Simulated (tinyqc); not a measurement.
Coupled-perturbed Hartree-Fock on RHF in the sto-6g basis, for LiH, spin multiplicity 1, step by step. One step of it, computed by the program tinyqc.

Task: Response to a field: uncoupled start. Field along z; U_ai = -mu_ai / (e_a - e_i), alpha = -4 sum U_ai mu_ai.

orbital energies (hartree): MO1 -2.393270, MO2 -0.269205, MO3 0.076251, MO4 0.162067, MO5 0.162067, MO6 0.493020

dipole integrals <a|z|i> (bohr):
```
           i1         i2
a3  -0.135126  -0.511447
a4   0.000000   0.000000
a5   0.000000   0.000000
a6  -0.127081   0.864598
```

Give: uncoupled U; uncoupled polarisability.

Result:

uncoupled U:
```
        i1       i2
a3  0.0547   1.4805
a4  0.0000   0.0000
a5  0.0000   0.0000
a6  0.0440  -1.1343
```

uncoupled polarisability = 7.0036 bohr^3
